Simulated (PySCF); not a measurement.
## Telling isomers of C$_{3}$HF$_{2}$N apart by NMR

Calculated, not measured (PySCF 2.14.0 with density-fitted response routines): shielding tensors at PBE0/pcSseg-1 (GIAO), geometry: PBE0-D3(BJ)/def2-SVP, J couplings at B3LYP/pcJ-1. No solvent, one computed conformer, rapidly exchanging positions averaged, non-relativistic Hamiltonian.

References, each an isolated molecule treated in the same way: TMS for ¹H, ¹³C. Multiplet labels drop J under 1 Hz and among equivalent protons, and merge close values. Unscaled 3J(H,H) run several per cent high. One-bond C–F couplings are unscaled and too large by tens of Hz. Shifts are as computed. Against solution values, carbons near 30 ppm lie about +2 ppm off and those near 130 ppm about +5 ppm. Of 1211 compounds with measured shifts, 218 miss one by over three times the rms of a fit or turn the order of signals round; such compounds aren't used in these exercises.

(1) Tabulate the signals of `N#C/C(F)=C\F`, `N#CC=C(F)F` and their relative energies.

(2) What is the quickest way to tell N#C/C(F)=C\F from N#CC=C(F)F?

Answers

(1) 
```json
{"SMILES": "N#C/C(F)=C\\F", "carbon types": "2×C 1×CH", "δC": "162.9, 136.9, 113.8", "δH": "7.79 (d, 1H)", "E rel. (kcal/mol)": "14.1"}
{"SMILES": "N#CC=C(F)F", "carbon types": "2×C 1×CH", "δC": "176.0, 115.1, 60.9", "δH": "4.23 (dd, 1H)", "E rel. (kcal/mol)": "0.0"}
```

Energies are electronic energies at PBE0/pcSseg-1 on these geometries, without zero-point or thermal terms, each for the one conformer computed, which needn't be the lowest.

(2) Both give the same number of carbon signals, with the same numbers of each carbon type, so the positions decide. The first has an alkene CH at 162.9 ppm, the second an alkene CH at 60.9 ppm. Their most deshielded carbons lie at 162.9 and 176.0 ppm. In the proton spectra the most deshielded non-exchanging signals are 7.79 (d, J = 78.7 Hz, 1H) and 4.23 (dd, J = 20.3, 3.2 Hz, 1H).
